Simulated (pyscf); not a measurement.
One hydrogen abstraction on the doublet surface with elements of a group swapped. ωB97M-D3(BJ)/def2-TZVP, eV, from the separated reactants. PySCF, gas phase, ωB97X-D3(BJ)/def2-SVP geometries.

```tsv
step	barrier	reaction energy	imaginary mode (i cm⁻¹)
`[GeH2][O][GeH3]` [doublet] + `[H][H]` → `[GeH3][O][GeH3]` + `[H]` [doublet]	1.03	+0.91	705
`[SiH2][O][SiH3]` [doublet] + `[H][H]` → `[SiH3][O][SiH3]` + `[H]` [doublet]	?	?	1011
```

Problem. What belongs in the gaps?

Solution. 
- `[SiH2][O][SiH3]` [doublet] + `[H][H]` → `[SiH3][O][SiH3]` + `[H]` [doublet], barrier: 0.65
- `[SiH2][O][SiH3]` [doublet] + `[H][H]` → `[SiH3][O][SiH3]` + `[H]` [doublet], reaction energy: +0.44

Each row is the saddle that its search found. Elements up to Kr have no core potential and no relativistic terms here.
